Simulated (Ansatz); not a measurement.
A made-up structure of CH2FMg (charge -1), singlet:

```
5
angstrom
F 1.4695 -1.3639 1.5376
C -1.5447 -0.1345 -0.5251
Mg 0.6849 0.0427 0.2758
H -2.2943 -0.2042 -0.9251
H 1.6847 1.6598 -0.3632
```

It is relaxed with PBE-D4/def2-SVPD and then PBE0-D4/def2-TZVPD (Ansatz 0.2.0). Atoms count as bonded within 1.22 times the sum of their covalent radii (H–H: 0.88 Å). The end point is not checked to be a true minimum.

Q: Does its bonding change? (Judge from chemistry; the calculation decides.)

A: The calculation gives: Yes. Formed: C2–H5; broken: Mg3–H5.

Where it ends: The first stage lowers the energy by 5.46 eV in 22 steps. It ends as CH₂FMg ([CH2][Mg][F]), total charge -1:
| atom | x (Å) | y (Å) | z (Å) |
| --- | --- | --- | --- |
| F1 | 1.7319 | -1.4926 | 1.7069 |
| C2 | -0.6902 | 0.5668 | -0.3393 |
| Mg3 | 0.7209 | -0.6030 | 0.4884 |
| H4 | -1.4277 | 0.0646 | -0.9856 |
| H5 | -0.3349 | 1.4642 | -0.8705 |

Labels in which every atom is bracketed show which atoms are joined, not bond orders.

For scale, one of the runs: PBE0-D4/def2-TZVPD relaxation, 130 basis functions, launched by `ansatz run in.yaml --threads 2 --pin off --events-out ev --progress --plain --max-ram 4352MiB`. Hardware: 2 CPU threads of an Arm Neoverse V1, shared host. Wall time about 13 s.
